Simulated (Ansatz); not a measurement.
# CH₂+ (doublet): from Hartree-Fock to the top rungs, def2-QZVPP

The task here is to estimate one member of a computed series from the others.

Computed with Ansatz 0.2.0, Gaussian basis. Level: def2-QZVPP, core rule «outside noble gas», up to 1 orbitals frozen.

The runs, in order: UHF; ROHF; CCSD(T) on UHF.

## The system

The geometry is a PBE0/def2-TZVP stationary point (not a proven minimum).

3 atoms, charge 1, spin multiplicity 2.

Atoms are counted from 1 here; the program's logs count them from 0.

Bond lengths: C1–H2 1.094 Å, C1–H3 1.094 Å. Angles: H2–C1–H3 180.0°.

Set-up of the first run:

Input file in.yaml:

```yaml
crystal:
  periodic: [false, false, false]
  atoms:
    - {symbol: C, position_ang: [0.000000, 0.000000, 0.000000]}
    - {symbol: H, position_ang: [0.000000, 0.000000, -1.093537]}
    - {symbol: H, position_ang: [0.000000, 0.000000, 1.093537]}
basis:
  gaussian: {orbitals: "def2-QZVPP.json"}
total_charge: 1
magnetization: {spin_polarized: true, initial_magnetization: 1}
hamiltonian: {xc: hf}
output: {orbitals: {seedname: orbitals}}
```

Started as:

```sh
$ ansatz run in.yaml --threads 1 --pin off --events-out ev --progress --plain --max-ram 2393MiB
```

Among the steps run: UHF; ROHF; CCSD(T) on UHF.

One table of the session follows, with a row left open; its other results are not shown here.

It belongs to the step «Misses and costs». 

| method | from UCCSD(T) (meV) |
| --- | --- |
| ROHF | +3531.9 |
| UHF | +3382.2 |
| UMP2 | +584.6 |
| UCCSD | ? |
| UCCSD(T) | 0 |

Q: Estimate the row for UCCSD from the others.

As computed: from UCCSD(T) (meV): +66.7. In the column «from UCCSD(T) (meV)» it lies between UCCSD(T) (0) and UMP2 (+584.6).
